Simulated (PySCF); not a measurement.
# `C#CPP(C)C`: 4 charge schemes on one density

Compound: C₄H₈P₂.
Cartesian coordinates in Å at the GFN2-xTB level; atoms count from 1:
```xyz
14
C4H8P2 angstrom
C      3.351    0.423    0.354
C      2.355   -0.225    0.542
P      0.897   -1.101    0.997
P     -0.404   -0.152   -0.487
C     -0.649    1.449    0.416
C     -1.975   -0.994    0.030
H      4.222    0.968    0.137
H      1.158   -2.207    0.171
H      0.275    2.024    0.367
H     -0.918    1.284    1.459
H     -1.438    2.015   -0.079
H     -1.934   -2.041   -0.264
H     -2.807   -0.522   -0.490
H     -2.134   -0.922    1.105
```

Density: PBE0/pcSseg-1 (PySCF); schemes: Mulliken, IAO, Hirshfeld and ESP-fitted. Isolated species at its GFN2-xTB geometry (one conformer only).

Q: Give the atomic charges in each scheme.

A: In e; atoms taken as equivalent share a row and are averaged (×n: the atom named and its like, n in all):

```tsv
atom	environment	Mulliken	IAO	Hirshfeld	ESP-fitted
C1	terminal alkyne carbon	-0.309	-0.215	-0.098	-0.296
C2	alkyne carbon	-0.092	-0.269	-0.119	-0.070
P3	three-coordinate phosphorus	+0.235	+0.224	+0.101	-0.067
P4	three-coordinate phosphorus	+0.087	+0.353	+0.111	-0.145
C5/C6	sp3 carbon bound to phosphorus	-0.494	-0.612	-0.169	-0.344
H7	alkyne hydrogen	+0.058	+0.203	+0.096	+0.269
H8	P–H hydrogen	+0.101	+0.001	-0.004	+0.145
H9 (×6)	methyl hydrogen	+0.151	+0.154	+0.042	+0.142
```

Mean size of the charges over all atoms: IAO 0.244 e, Mulliken 0.198 e, ESP-fitted 0.181 e, Hirshfeld 0.080 e. Each set sums to the total charge, 0, to within 0.001 e. The Mulliken scheme gives each basis function's population to the atom it is centred on and halves the overlap population of two atoms between them.

Some averages cover members that differ in this geometry: H9 (×6), ESP-fitted +0.114 to +0.165; C5/C6, ESP-fitted -0.367 to -0.321 e.

Lowest charge. All schemes agree: Mulliken C5/C6 (-0.494); IAO C5/C6 (-0.612); Hirshfeld C5/C6 (-0.169); ESP-fitted C5/C6 (-0.344).

Highest charge. The schemes don't all agree: Mulliken P3 (+0.235); IAO P4 (+0.353); Hirshfeld P4 (+0.111); ESP-fitted H7 (+0.269).

Q: Sum the charges by element.

A: 
| element | atoms | Mulliken | IAO | Hirshfeld | ESP-fitted |
| --- | --- | --- | --- | --- | --- |
| C | 4 | -1.388 | -1.708 | -0.554 | -1.055 |
| P | 2 | +0.323 | +0.577 | +0.213 | -0.212 |
| H | 8 | +1.065 | +1.131 | +0.341 | +1.267 |

Q: How many electrons does the ESP-fitted scheme count on P3?

A: Z − q = 15 − (-0.067) = 15.067.

Q: How closely do the schemes follow one another over all atoms?

A: Correlation coefficient and root-mean-square difference: IAO with Hirshfeld 0.98, 0.205 e; Mulliken with IAO 0.94, 0.110 e; Mulliken with Hirshfeld 0.90, 0.160 e; Mulliken with ESP-fitted 0.84, 0.131 e; IAO with ESP-fitted 0.75, 0.198 e; Hirshfeld with ESP-fitted 0.72, 0.149 e.
